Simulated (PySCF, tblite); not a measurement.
Isomers of C2H3N2 (doublet state), one GFN2-xTB conformer each. Single-point energies are computed at B3LYP/pcH-1 (PySCF, gas phase, no added dispersion term), electronic only. GFN2-xTB treats the open shell by occupation alone, and not every SCF solution was tested for stability.

```json
{"SMILES": "C=NC=[N]", "GFN2-xTB relative energy (kJ/mol)": "0.0"}
{"SMILES": "[H]/N=C/C=[N]", "GFN2-xTB relative energy (kJ/mol)": "22.8"}
```

Conformers: `[CH2:1]=[N:2][CH:3]=[N:4]` (doublet state) with C1–N2–C3–N4 -75°; `[H]/[N:4]=[CH:3]/[CH:2]=[N:1]` (doublet state) with N1–C2–C3–N4 180°.

What does B3LYP/pcH-1 give for the same structures?

```
       SMILES  B3LYP/pcH-1 E (Eh)  B3LYP/pcH-1 (kJ/mol)  GFN2-xTB (kJ/mol)  point group
[H]/N=C/C=[N]          -187.43941                   0.0               22.8           Cs
     C=NC=[N]          -187.42735                  31.7                0.0           C1
```

GFN2-xTB puts C=NC=[N] lowest instead. As drawn, the lower has an N–H bond, which the higher lacks.

What happens when harmonic zero-point energies from GFN2-xTB frequencies are added?

```
       SMILES  ZPE (kJ/mol)  electronic (kJ/mol)  with ZPE (kJ/mol)
[H]/N=C/C=[N]         122.4                  0.0                0.0
     C=NC=[N]         120.6                 31.7               29.9
```

The zero-point energies span 1.8 kJ/mol. The order is unchanged.
